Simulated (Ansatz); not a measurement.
A short molecular-dynamics run on AlBH$_{4}$O, SMILES `O[BH][AlH2]`.

```yaml
crystal:
  periodic: [false, false, false]
  atoms:
    - {symbol: O, position_ang: [-1.409192, -0.698769, -0.711813]}
    - {symbol: B, position_ang: [-0.371868, 0.174097, -0.635478]}
    - {symbol: Al, position_ang: [0.997630, 0.029291, 1.011994]}
    - {symbol: H, position_ang: [-1.973427, -0.564400, -1.479691]}
    - {symbol: H, position_ang: [-0.274880, 1.000488, -1.516933]}
    - {symbol: H, position_ang: [0.769137, 0.844329, 2.364297]}
    - {symbol: H, position_ang: [2.323799, -0.853035, 0.921925]}
basis:
  gaussian: {orbitals: "6-31G*"}
hamiltonian: {xc: {name: BLYP}, dispersion: d3bj}
md: {timestep: 1 fs, n_steps: 50, ensemble: nvt_nose_hoover, temperature: 500, initial_velocities: maxwell_boltzmann, seed: 249}
```

```sh
$ ansatz run in.yaml --threads 2 --pin off --events-out ev --progress --plain --max-ram 4352MiB
```

```
step  time (fs)  potential energy (eV)  kinetic (eV)  T (K)  conserved (eV)
   0        0.0             -9383.9819        0.3231    500      -9383.6587
   1        1.0             -9383.9903        0.3305    511      -9383.6598
   2        2.0             -9383.9624        0.3034    469      -9383.6591
   3        3.0             -9383.9092        0.2519    390      -9383.6573
   4        4.0             -9383.8569        0.2006    310      -9383.6564
   5        5.0             -9383.8206        0.1639    254      -9383.6567
   6        6.0             -9383.7946        0.1370    212      -9383.6577
   7        7.0             -9383.7646        0.1070    166      -9383.6577
   8        8.0             -9383.7317        0.0759    117      -9383.6560
   9        9.0             -9383.7205        0.0656    101      -9383.6551
  10       10.0             -9383.7427        0.0861    133      -9383.6568
  11       11.0             -9383.7748        0.1170    181      -9383.6582
  12       12.0             -9383.7959        0.1386    214      -9383.6578
  13       13.0             -9383.8099        0.1535    237      -9383.6571
  14       14.0             -9383.8280        0.1718    266      -9383.6571
  15       15.0             -9383.8505        0.1937    300      -9383.6579
  16       16.0             -9383.8648        0.2075    321      -9383.6587
  17       17.0             -9383.8598        0.2033    315      -9383.6583
  18       18.0             -9383.8423        0.1870    289      -9383.6573
  19       19.0             -9383.8244        0.1688    261      -9383.6580
  20       20.0             -9383.7981        0.1422    220      -9383.6586
  21       21.0             -9383.7558        0.1014    157      -9383.6572
  22       22.0             -9383.7171        0.0648    100      -9383.6553
  23       23.0             -9383.7109        0.0594     92      -9383.6547
  24       24.0             -9383.7462        0.0937    145      -9383.6559
  25       25.0             -9383.8046        0.1505    233      -9383.6577
  26       26.0             -9383.8594        0.2054    318      -9383.6582
  27       27.0             -9383.9026        0.2496    386      -9383.6577
  28       28.0             -9383.9382        0.2851    441      -9383.6586
  29       29.0             -9383.9547        0.3016    467      -9383.6595
  30       30.0             -9383.9397        0.2882    446      -9383.6587
  31       31.0             -9383.9037        0.2543    394      -9383.6573
  32       32.0             -9383.8673        0.2192    339      -9383.6567
  33       33.0             -9383.8399        0.1920    297      -9383.6571
  34       34.0             -9383.8146        0.1665    258      -9383.6579
  35       35.0             -9383.7807        0.1336    207      -9383.6575
  36       36.0             -9383.7465        0.1017    157      -9383.6556
  37       37.0             -9383.7389        0.0945    146      -9383.6553
  38       38.0             -9383.7605        0.1146    177      -9383.6573
  39       39.0             -9383.7841        0.1379    213      -9383.6581
  40       40.0             -9383.7961        0.1512    234      -9383.6573
  41       41.0             -9383.8069        0.1634    253      -9383.6565
  42       42.0             -9383.8285        0.1857    287      -9383.6566
  43       43.0             -9383.8590        0.2159    334      -9383.6577
  44       44.0             -9383.8817        0.2386    369      -9383.6587
  45       45.0             -9383.8830        0.2414    373      -9383.6583
  46       46.0             -9383.8684        0.2284    353      -9383.6577
  47       47.0             -9383.8450        0.2051    317      -9383.6585
  48       48.0             -9383.8022        0.1632    253      -9383.6585
  49       49.0             -9383.7418        0.1054    163      -9383.6566
  50       50.0             -9383.6923        0.0583     90      -9383.6546
```

Velocities are drawn at the set temperature; a run this short doesn't reach equilibrium.

Frames (Å, forces in eV/Å):

```xyz
7
time=0.0 fs
O    -1.409   -0.699   -0.712    0.064   -0.628    0.818
B    -0.372    0.174   -0.635    0.389    0.363   -0.015
Al    0.998    0.029    1.012   -0.123   -0.014   -0.116
H    -1.973   -0.564   -1.480   -0.521    0.172   -0.767
H    -0.275    1.000   -1.517    0.044    0.113   -0.086
H     0.769    0.844    2.364   -0.004    0.082    0.154
H     2.324   -0.853    0.922    0.151   -0.087    0.011
7
time=2.0 fs
O    -1.414   -0.713   -0.707    0.047    0.742   -0.547
B    -0.355    0.184   -0.636   -0.300   -0.841    0.635
Al    0.991    0.029    1.008    0.285   -0.061    0.187
H    -1.993   -0.478   -1.481    0.215   -0.305    0.357
H    -0.222    1.016   -1.467   -0.119    0.458   -0.600
H     0.766    0.880    2.369    0.038   -0.100   -0.098
H     2.355   -0.854    0.907   -0.167    0.108    0.067
7
time=4.0 fs
O    -1.418   -0.725   -0.703    0.183    1.911   -1.346
B    -0.340    0.191   -0.635   -0.768   -1.379    0.732
Al    0.985    0.028    1.004    0.620   -0.070    0.439
H    -2.005   -0.403   -1.471    0.593   -0.784    0.949
H    -0.174    1.048   -1.440   -0.302    0.335   -0.602
H     0.763    0.913    2.370    0.061   -0.242   -0.280
H     2.379   -0.851    0.894   -0.387    0.230    0.109
7
time=6.0 fs
O    -1.422   -0.733   -0.702    0.983    2.267   -0.869
B    -0.327    0.194   -0.631   -0.977   -1.243    0.349
Al    0.980    0.027    1.001    0.823   -0.045    0.573
H    -1.996   -0.357   -1.427    0.081   -0.710    0.328
H    -0.138    1.092   -1.434   -0.516   -0.217   -0.179
H     0.764    0.936    2.360    0.057   -0.299   -0.334
H     2.390   -0.839    0.886   -0.449    0.248    0.131
7
time=8.0 fs
O    -1.423   -0.736   -0.703    2.107    1.849    0.313
B    -0.317    0.192   -0.626   -1.085   -0.951   -0.063
Al    0.977    0.026    0.998    0.870   -0.008    0.570
H    -1.986   -0.337   -1.373   -0.930   -0.110   -0.904
H    -0.121    1.127   -1.435   -0.648   -0.682    0.196
H     0.766    0.948    2.338    0.025   -0.257   -0.246
H     2.383   -0.818    0.882   -0.340    0.160    0.133
7
time=10.0 fs
O    -1.419   -0.734   -0.704    1.914    1.822    0.233
B    -0.312    0.186   -0.621   -1.201   -0.765   -0.310
Al    0.974    0.025    0.997    0.761    0.020    0.443
H    -2.009   -0.322   -1.349   -0.756   -0.159   -0.759
H    -0.129    1.138   -1.429   -0.620   -0.781    0.307
H     0.769    0.951    2.307   -0.026   -0.121   -0.033
H     2.364   -0.791    0.884   -0.073   -0.016    0.119
7
time=12.0 fs
O    -1.411   -0.728   -0.704    0.566    2.059   -0.688
B    -0.310    0.178   -0.617   -1.277   -0.715   -0.332
Al    0.972    0.024    0.996    0.554    0.028    0.244
H    -2.057   -0.315   -1.352    0.420   -0.736    0.315
H    -0.160    1.119   -1.412   -0.447   -0.478    0.127
H     0.771    0.948    2.274   -0.084    0.066    0.235
H     2.342   -0.765    0.890    0.268   -0.225    0.098
7
time=14.0 fs
O    -1.402   -0.716   -0.705   -0.295    1.462   -0.746
B    -0.314    0.167   -0.614   -1.172   -0.716   -0.131
Al    0.972    0.023    0.995    0.399    0.020    0.077
H    -2.092   -0.335   -1.345    0.892   -0.733    0.559
H    -0.208    1.083   -1.391   -0.201    0.126   -0.272
H     0.770    0.949    2.251   -0.127    0.207    0.428
H     2.331   -0.747    0.900    0.504   -0.365    0.084
7
time=16.0 fs
O    -1.393   -0.702   -0.709   -0.284    0.028    0.195
B    -0.321    0.154   -0.612   -0.763   -0.390    0.010
Al    0.971    0.022    0.994    0.443    0.009    0.054
H    -2.095   -0.381   -1.319    0.235   -0.134   -0.205
H    -0.264    1.052   -1.380    0.033    0.624   -0.564
H     0.764    0.957    2.243   -0.132    0.208    0.425
H     2.337   -0.743    0.913    0.467   -0.345    0.085
7
time=18.0 fs
O    -1.385   -0.687   -0.711   -0.237   -1.500    1.198
B    -0.331    0.139   -0.610   -0.078    0.642   -0.271
Al    0.972    0.021    0.994    0.663    0.013    0.199
H    -2.091   -0.433   -1.302   -0.673    0.404   -1.072
H    -0.319    1.043   -1.389    0.240    0.555   -0.373
H     0.754    0.972    2.251   -0.096    0.066    0.228
H     2.362   -0.752    0.930    0.182   -0.181    0.090
7
time=20.0 fs
O    -1.377   -0.676   -0.712   -1.872   -2.334    0.703
B    -0.341    0.127   -0.608    0.690    2.010   -0.782
Al    0.973    0.020    0.994    0.895    0.035    0.416
H    -2.107   -0.471   -1.321    0.059    0.276   -0.486
H    -0.365    1.054   -1.412    0.436    0.119    0.105
H     0.739    0.990    2.268   -0.040   -0.127   -0.039
H     2.393   -0.767    0.950   -0.169    0.020    0.083
7
time=22.0 fs
O    -1.374   -0.670   -0.710   -3.373   -2.733   -0.128
B    -0.349    0.122   -0.610    1.192    2.882   -1.090
Al    0.976    0.020    0.994    1.004    0.067    0.578
H    -2.121   -0.498   -1.359    1.023    0.115    0.389
H    -0.394    1.070   -1.431    0.561   -0.220    0.432
H     0.723    1.004    2.284    0.013   -0.275   -0.243
H     2.417   -0.782    0.973   -0.420    0.165    0.061
7
time=24.0 fs
O    -1.379   -0.671   -0.709   -2.951   -2.649   -0.070
B    -0.353    0.127   -0.615    1.115    2.764   -1.012
Al    0.980    0.019    0.995    0.942    0.102    0.610
H    -2.098   -0.521   -1.384    0.789    0.190    0.323
H    -0.402    1.079   -1.435    0.557   -0.286    0.431
H     0.708    1.007    2.290    0.047   -0.330   -0.316
H     2.427   -0.791    0.998   -0.499    0.210    0.035
7
time=26.0 fs
O    -1.391   -0.678   -0.707   -1.006   -2.044    0.810
B    -0.353    0.142   -0.624    0.552    1.713   -0.535
Al    0.986    0.018    0.997    0.709    0.136    0.490
H    -2.048   -0.536   -1.399   -0.343    0.377   -0.630
H    -0.390    1.077   -1.423    0.431   -0.053    0.096
H     0.694    0.997    2.285    0.053   -0.279   -0.242
H     2.417   -0.792    1.025   -0.396    0.149    0.010
7
time=28.0 fs
O    -1.405   -0.690   -0.704    0.234   -0.962    0.797
B    -0.351    0.162   -0.635   -0.112    0.240    0.190
Al    0.992    0.018    1.000    0.330    0.171    0.242
H    -2.009   -0.537   -1.436   -0.594    0.328   -0.753
H    -0.360    1.073   -1.407    0.245    0.364   -0.425
H     0.682    0.977    2.271    0.027   -0.135   -0.043
H     2.393   -0.787    1.052   -0.130   -0.007   -0.008
7
time=30.0 fs
O    -1.419   -0.705   -0.700    0.257    0.397   -0.692
B    -0.349    0.184   -0.645   -0.613   -0.887    0.707
Al    0.999    0.018    1.003   -0.108    0.208   -0.065
H    -1.989   -0.526   -1.498    0.213   -0.068    0.550
H    -0.321    1.083   -1.408    0.057    0.504   -0.693
H     0.671    0.952    2.255   -0.019    0.057    0.213
H     2.364   -0.783    1.079    0.213   -0.210   -0.020
7
time=32.0 fs
O    -1.433   -0.718   -0.696    0.623    1.431   -1.544
B    -0.350    0.203   -0.653   -0.846   -1.224    0.686
Al    1.006    0.018    1.006   -0.446    0.240   -0.308
H    -1.963   -0.518   -1.542    0.417   -0.346    1.203
H    -0.280    1.111   -1.433   -0.147    0.053   -0.412
H     0.659    0.929    2.247   -0.057    0.203    0.407
H     2.343   -0.787    1.106    0.456   -0.356   -0.031
7
time=34.0 fs
O    -1.445   -0.728   -0.697    1.568    1.858   -0.954
B    -0.353    0.217   -0.658   -0.833   -1.148    0.418
Al    1.012    0.018    1.009   -0.559    0.244   -0.359
H    -1.922   -0.522   -1.543   -0.204   -0.270    0.453
H    -0.245    1.141   -1.474   -0.358   -0.563    0.079
H     0.645    0.914    2.254   -0.046    0.217    0.420
H     2.338   -0.805    1.131    0.432   -0.338   -0.056
7
time=36.0 fs
O    -1.453   -0.734   -0.699    2.551    1.842    0.386
B    -0.360    0.228   -0.662   -0.721   -1.127    0.239
Al    1.018    0.019    1.011   -0.481    0.213   -0.194
H    -1.890   -0.536   -1.528   -1.039    0.006   -0.958
H    -0.223    1.149   -1.512   -0.498   -0.875    0.388
H     0.630    0.906    2.277    0.024    0.099    0.243
H     2.350   -0.834    1.154    0.163   -0.157   -0.103
7
time=38.0 fs
O    -1.455   -0.736   -0.701    2.264    1.975   -0.043
B    -0.369    0.234   -0.665   -0.621   -1.283    0.218
Al    1.023    0.020    1.013   -0.364    0.161    0.069
H    -1.895   -0.551   -1.545   -0.737   -0.105   -0.464
H    -0.220    1.125   -1.537   -0.504   -0.760    0.391
H     0.615    0.902    2.310    0.123   -0.065   -0.014
H     2.367   -0.870    1.174   -0.162    0.077   -0.157
7
time=40.0 fs
O    -1.452   -0.732   -0.703    1.256    1.965   -1.276
B    -0.380    0.236   -0.667   -0.524   -1.579    0.397
Al    1.027    0.022    1.015   -0.321    0.111    0.284
H    -1.926   -0.570   -1.577    0.140   -0.303    0.955
H    -0.235    1.073   -1.547   -0.373   -0.263    0.065
H     0.605    0.895    2.341    0.207   -0.187   -0.226
H     2.379   -0.903    1.187   -0.385    0.256   -0.199
7
time=42.0 fs
O    -1.445   -0.724   -0.708    0.640    1.394   -1.194
B    -0.393    0.232   -0.668   -0.315   -1.763    0.667
Al    1.031    0.023    1.018   -0.383    0.080    0.360
H    -1.954   -0.600   -1.576    0.423   -0.182    1.130
H    -0.265    1.011   -1.555   -0.167    0.369   -0.418
H     0.603    0.882    2.365    0.248   -0.226   -0.325
H     2.377   -0.927    1.193   -0.445    0.329   -0.220
7
time=44.0 fs
O    -1.438   -0.713   -0.715    0.587    0.387    0.272
B    -0.407    0.222   -0.667    0.155   -1.316    0.529
Al    1.034    0.025    1.021   -0.542    0.073    0.273
H    -1.968   -0.637   -1.536   -0.110    0.111   -0.051
H    -0.302    0.962   -1.579    0.009    0.636   -0.515
H     0.610    0.860    2.377    0.237   -0.172   -0.290
H     2.357   -0.938    1.190   -0.336    0.280   -0.218
7
time=46.0 fs
O    -1.428   -0.700   -0.722    0.305   -0.732    1.543
B    -0.421    0.208   -0.663    0.896   -0.130   -0.198
Al    1.037    0.027    1.024   -0.775    0.087    0.041
H    -1.987   -0.670   -1.497   -0.661    0.282   -1.059
H    -0.338    0.936   -1.620    0.136    0.412   -0.002
H     0.627    0.832    2.377    0.177   -0.037   -0.127
H     2.325   -0.939    1.179   -0.079    0.118   -0.198
7
time=48.0 fs
O    -1.418   -0.690   -0.726   -1.431   -1.830    0.854
B    -0.431    0.193   -0.661    1.730    1.232   -0.949
Al    1.038    0.029    1.027   -1.026    0.105   -0.275
H    -2.027   -0.692   -1.492    0.127    0.341   -0.164
H    -0.370    0.926   -1.662    0.262    0.119    0.587
H     0.650    0.802    2.374    0.089    0.142    0.117
H     2.291   -0.936    1.161    0.248   -0.108   -0.169
7
time=50.0 fs
O    -1.412   -0.683   -0.728   -2.894   -2.629    0.145
B    -0.436    0.182   -0.662    2.293    2.107   -1.263
Al    1.038    0.031    1.030   -1.175    0.090   -0.553
H    -2.062   -0.702   -1.495    0.911    0.402    0.660
H    -0.391    0.920   -1.683    0.369    0.020    0.827
H     0.676    0.777    2.374    0.012    0.289    0.331
H     2.265   -0.937    1.136    0.484   -0.279   -0.148
```

It took 14 s on 2 threads of an AMD EPYC 9R45 on a shared host, with 0.32 GiB of host memory at the peak.
